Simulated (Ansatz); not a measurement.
Results of r²SCAN-D4 in Ansatz (PAW) for α-quartz (SiO2).

The run printed, among other lines:

```
Relaxation: its limit of steps is 80 (relax.max_steps)
Crystal: 9 atoms, lattice volume = 113.613 Å³
Basis set: ecut = 560 eV, 3465 PW (Γ), exchange–correlation on 120×120×135 points (27 copies of the dense FFT grid, shifted against one another)
Bands: 33, of which v1, the nominal top of the filled ones, is band 24 counted from 1 (23 counted from 0)
Symmetry: 6 space group operations
Space group: P3221 (ITA 154), of the structure as read, at distance tolerance 4.8e-5 Å
k-points: 100 of 864 (time reversal used)
Functional: x = r2scan, c = r2scan; τ floored in thin density (d = 2e-4 eV/Å³)
SCF iter   1: F=—  HF=-5340.675043 eV  |F-HF|=—  |Δ(HF+E_count)|=         —  Δρ=7.29e-3  dr2=6.03e-2  dr2_τ=7.53e-1
SCF iter   2: F=—  HF=-5340.920988 eV  |F-HF|=—  |Δ(HF+E_count)|=   2.46e-1  Δρ=4.84e-3  dr2=1.82e-2  dr2_τ=1.26e-3
  ...
SCF 1 converged in 7 iterations: F = -5340.917907 eV  dr2 = 9.17e-8
Crystal: 9 atoms, lattice volume = 113.613 Å³
Initial density: handed on by an earlier stage of this run
SCF 2 converged in 6 iterations: F = -5340.925908 eV  dr2 = 6.90e-8
  ...
Crystal: 9 atoms, lattice volume = 113.613 Å³
SCF 5 converged in 7 iterations: F = -5340.939725 eV  dr2 = 8.84e-10
Crystal: 9 atoms, lattice volume = 113.613 Å³
SCF 6 converged in 9 iterations: F = -5340.939871 eV  dr2 = 1.27e-12
Crystal: 9 atoms, lattice volume = 113.613 Å³
SCF iter   4: F=—  HF=-5340.939871 eV  |F-HF|=—  |Δ(HF+E_count)|=   1.18e-9  Δρ=2.48e-7  dr2=1.99e-11  dr2_τ=1.48e-11
SCF iter   5: F=-5340.939871 eV  HF=-5340.939871 eV  |F-HF|=0.00e0  |Δ(HF+E_count)|=  2.27e-11  Δρ=5.85e-8  dr2=1.93e-12  dr2_τ=3.76e-13
SCF 7 converged in 5 iterations: F = -5340.939871 eV  dr2 = 1.93e-12
SCF converged after 5 iterations
Free energy (F): -5340.939871 eV
Internal energy: -5340.939871 eV  (E = F + TS)
E sigma→0 (E₀):  -5340.939871 eV
Fermi energy:    5.349701 eV
--- Forces (eV/Å), atoms counted from 1 ---
  atom   1  Si     0.00001729     0.00002995    -0.00000000
  atom   2  Si    -0.00003458    -0.00000000    -0.00000000
  atom   3  Si     0.00001729    -0.00002995     0.00000000
  atom   4  O     -0.00015956    -0.00002082    -0.00018053
  atom   5  O      0.00009781    -0.00012777    -0.00018053
  atom   6  O      0.00006175    -0.00014859     0.00018053
  atom   7  O      0.00009781     0.00012777     0.00018053
  atom   8  O     -0.00015956     0.00002082     0.00018053
  atom   9  O      0.00006175     0.00014859    -0.00018053
--- Stress (GPa, compression-positive) ---
       -0.740357       0.000000      -0.000000
        0.000000      -0.740357      -0.000000
        0.000000      -0.000000      -0.738174
  P = ⅓ Tr σ = -0.7396 GPa (-7.396 kbar)
```

**Question.** Write an input file that could have produced this run (the log leaves some choices open).

**Answer.** One answer among several that fit: 
Ansatz 0.2 input:
```yaml
crystal:
  lattice:
    - [2.4588921734, -4.2589261747, 0.0]
    - [2.4588921734, 4.2589261747, 0.0]
    - [0.0, 0.0, 5.4244807039]
  atoms:
    - { symbol: Si, position: [0.0, 0.4658093546, 0.3333333333] }
    - { symbol: Si, position: [0.5341906454, 0.5341906454, 0.0] }
    - { symbol: Si, position: [0.4658093546, 0.0, 0.6666666667] }
    - { symbol: O, position: [0.274241314, 0.411649398, 0.2195541865] }
    - { symbol: O, position: [0.588350602, 0.862591916, 0.8862208532] }
    - { symbol: O, position: [0.725758686, 0.137408084, 0.4471124801] }
    - { symbol: O, position: [0.862591916, 0.588350602, 0.1137791468] }
    - { symbol: O, position: [0.411649398, 0.274241314, 0.7804458135] }
    - { symbol: O, position: [0.137408084, 0.725758686, 0.5528875199] }
basis:
  ecutwfc: 560
  ecutrho_ratio: 4
  xc_grid: 3
kpoints:
  mp_grid: { grid: [12, 12, 6] }
hamiltonian:
  xc: r2scan
  dispersion: d4
  pseudopotentials: { kind: paw }
scf:
  occupations: { method: fermi_dirac, width: 0.01 }
output:
  forces: true
  stress: true
  eigenvalues: true
relax:
  f_tol: 0.004
  escape_saddle: false
  max_steps: 80
  cell: { stress_tol: 0.02, fix: [volume] }
```

The cell is one volume of an energy–volume scan, off the minimum.

The PAW data were made under PBE.

The result took roughly 9 core-minutes.

Ansatz is a quantum-chemistry and plane-wave program.
